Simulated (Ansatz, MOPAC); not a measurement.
Species: C2H6N, charge 0, multiplicity 2. SMILES: [CH2]NC

Atoms: C1, N2, C3, H4, H5, H6, H7, H8, H9. Bonds: C1-N2, C1-H4, C1-H5, N2-C3, N2-H6, C3-H7, C3-H8, C3-H9.

Bond lengths (Å) and angles (degrees) optimised at PM3 with MOPAC; PM7 with MOPAC; HF/STO-3G with Ansatz (a first-principles code); PBE/6-31G* with Ansatz; B3LYP/LANL2DZ with Ansatz; B3LYP/6-31G* with Ansatz, each started from the B3LYP-D3(BJ)/def2-TZVP structure (Ansatz) of the last column. A row stands for all coordinates that are equal there; 11 of 20 kinds are shown. 6-31G* holds six Cartesian d functions. No wavenumbers were computed at HF/STO-3G, PBE/6-31G*, B3LYP/LANL2DZ, so these may be saddle points.

| coordinate | PM3 | PM7 | HF/STO-3G | PBE/6-31G* | B3LYP/LANL2DZ | B3LYP/6-31G* | B3LYP-D3(BJ)/def2-TZVP |
|---|---|---|---|---|---|---|---|
| C1-N2 | 1.387 | 1.358 | 1.443 | 1.397 | 1.401 | 1.394 | 1.382 |
| C1-H4 | 1.083 | 1.069 | 1.085 | 1.094 | 1.085 | 1.086 | 1.080 |
| C1-H5 | 1.083 | 1.067 | 1.085 | 1.095 | 1.085 | 1.087 | 1.081 |
| N2-C3 | 1.474 | 1.466 | 1.483 | 1.456 | 1.463 | 1.454 | 1.449 |
| N2-H6 | 0.996 | 1.006 | 1.031 | 1.022 | 1.013 | 1.014 | 1.009 |
| C3-H7 | 1.100 | 1.103 | 1.093 | 1.112 | 1.104 | 1.102 | 1.098 |
| C3-H8 | 1.098 | 1.103 | 1.089 | 1.102 | 1.096 | 1.094 | 1.090 |
| C3-H9 | 1.098 | 1.104 | 1.089 | 1.104 | 1.098 | 1.096 | 1.092 |
| C1-N2-C3 | 117.2 | 118.5 | 114.0 | 118.3 | 121.0 | 118.4 | 119.2 |
| N2-C1-H4 | 119.7 | 120.2 | 114.9 | 115.6 | 118.0 | 115.7 | 117.0 |
| N2-C1-H5 | 120.7 | 121.8 | 115.2 | 115.3 | 117.9 | 115.5 | 116.7 |

Mean signed difference of all 8 bond lengths from B3LYP-D3(BJ)/def2-TZVP: PM3 0.005 Å, PM7 -0.001 Å, HF/STO-3G 0.015 Å, PBE/6-31G* 0.013 Å, B3LYP/LANL2DZ 0.008 Å, B3LYP/6-31G* 0.006 Å.
